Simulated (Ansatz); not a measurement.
# NO+ (triplet): the correlation ladder at distance N1–O2 = 2.378 Å, 6-31G

The task here is to estimate one member of a computed series from the others.

Computed with Ansatz 0.2.0, Gaussian basis. Level: 6-31G, core rule «outside noble gas», up to 2 orbitals frozen.

To be run: UHF; CCSD(T) on ROHF; CCSD(T) on UHF; CISD as a restricted active space (open shells left free, so some higher excitations enter); CCSDT(Q) on UHF; CISDTQ; CCSDTQ on UHF; CASSCF and MRCISD+Q, 4 electrons in 4 orbitals; CASSCF and NEVPT2, 4 electrons in 4 orbitals; CASSCF and MRCISD+Q, 10 electrons in 8 orbitals; CASSCF and NEVPT2, 10 electrons in 8 orbitals; Full CI; Full CI in the symmetry of the determinant.

32 further runs of the same task are left out: 3 for a known fault of the program, 27 that didn't finish, 2 set aside as unsound or not needed. Runs told in other sessions of the task aren't counted.

## What is computed

The geometry derives from a PBE0/def2-TZVP stationary point (not a proven minimum). One bond is set to the value named and the two fragments are kept rigid.

2 atoms, charge 1, spin multiplicity 3.

Atoms are counted from 1 here; the program's logs count them from 0.

No contacts short enough for the rule that draws bonds.

Set-up of the first run:

File in.yaml:

```yaml
crystal:
  periodic: [false, false, false]
  atoms:
    - {symbol: N, position_ang: [0.000000, 0.000000, 0.000000]}
    - {symbol: O, position_ang: [0.000000, 0.000000, 2.378000]}
basis:
  gaussian: {orbitals: 6-31G}
total_charge: 1
magnetization: {spin_polarized: true, initial_magnetization: 2}
hamiltonian: {xc: hf}
output: {orbitals: {seedname: orbitals}}
```

On the command line:

```
> ansatz run in.yaml --threads 1 --pin off --events-out ev --progress --plain --max-ram 2393MiB
```

Among the steps run: UHF; CCSD(T) on ROHF; CCSD(T) on UHF; CISD as a restricted active space (open shells left free, so some higher excitations enter); CCSDT(Q) on UHF; CISDTQ; CCSDTQ on UHF; CASSCF and MRCISD+Q, 4 electrons in 4 orbitals; CASSCF and NEVPT2, 4 electrons in 4 orbitals; CASSCF and MRCISD+Q, 10 electrons in 8 orbitals; CASSCF and NEVPT2, 10 electrons in 8 orbitals; Full CI; Full CI in the symmetry of the determinant.

One table of the session follows, with a row left open; its other results are not shown here.

| method | from FCI (kJ/mol) |
| --- | --- |
| UHF | +414.1 |
| UMP2 | ? |
| UCCSD | +46.5 |
| UCCSD(T) | -4.7 |
| UCCSDT | +44.6 |
| UCCSDT(Q) | +46.7 |
| UCCSDTQ | -5.3 |
| CASSCF pair | +395.4 |
| NEVPT2 pair | +158.1 |
| MRCISD pair | +71.4 |
| MRCISD+Q pair | +10.8 |
| FCI | 0 |

Estimate the missing values for UMP2.

**Answer.** from FCI (kJ/mol): +242.9. In the column «from FCI (kJ/mol)» it lies between NEVPT2 pair (+158.1) and CASSCF pair (+395.4).

Left out of the table: CASSCF valence, NEVPT2 valence, MRCISD valence, MRCISD+Q valence (the active space lost an orbital or holds another state than full CI finds).

Caveats from the session: The determinant of CCSDTQ (⟨S²⟩ 3.84) is far from a pure spin state, so its energy mixes those of several spin states; high orders of coupled cluster remove much of that, low ones don't. Left out of the table: ROHF, RMP2, CISD, RCCSD, RCCSD(T), CISDTQ (another determinant or state than the rows shown). The program flags UCCSD(T), UCCSDT(Q), UCCSDTQ as in doubt, so those rows may rest on another solution. UCCSD(T), UCCSDTQ fall below full CI: unrestricted runs freeze a spin-polarised core, another one than full CI's, and coupled cluster isn't variational. Levels on UHF freeze UHF's core orbitals, full CI those of ROHF, so the U rows can settle a little off it for that reason alone.
